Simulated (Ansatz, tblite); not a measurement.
Cost and result up the ladder for C2H3⁺ (the lowest singlet isomer of a short search) (5 atoms). Total charge 1; singlet. Geometry: PBE0-D4/def2-TZVP.

```xyz
5

C    -0.2627    0.3558    0.2054
C     0.4124   -0.5554   -0.3220
H     0.9963   -1.3456   -0.7788
H    -0.4043    1.3285   -0.2930
H    -0.7417    0.2167    1.1884
```

Ansatz on 4 threads of Arm Neoverse V2 on a shared host; xTB runs through tblite on one thread. Times are rough, summed over both states, and most runs start from the orbitals of an earlier one. PBE-QIDH/def2-TZVP serves as the yardstick here, not as an exact answer. The other state is a triplet at its own geometry.

The xTB rows come from tblite. B3LYP takes the VWN-RPA correlation. Correlated methods freeze 2 core orbitals. The structure comes from a short search, and lower isomers may exist.

xTB has no spin-polarisation term.

```csv
level,functions,wall time,triplet − singlet (eV),difference from PBE-QIDH/def2-TZVP (eV),remarks
GFN1-xTB,14,0.002 s,3.04,1.30,–
GFN2-xTB,11,0.002 s,3.51,1.77,–
MP2/def2-TZVP,80,0.35 s,1.93,0.18,–
LDA (SPW92)/def2-TZVP,80,0.45 s,2.38,0.63,–
PBE-D4/def2-TZVP (with forces),80,0.75 s,1.97,0.22,–
B3LYP-D4/def2-TZVP,80,0.75 s,1.88,0.13,–
PBE-QIDH/def2-TZVP,80,0.8 s,1.75,0.00,–
RPA@PBE/def2-TZVP,80,0.85 s,1.86,0.12,–
PBE0-D4/def2-TZVP,80,0.9 s,1.74,0.00,–
r2SCAN-D4/def2-TZVP,80,1.4 s,1.70,-0.05,–
ωB97X-V/def2-TZVP,80,1.9 s,1.91,0.16,–
B97M-V/def2-TZVP,80,2.2 s,1.91,0.16,–
CCSD(T)/def2-TZVPP,104,3.3 s,1.95,0.20,large T1 (singlet)
```
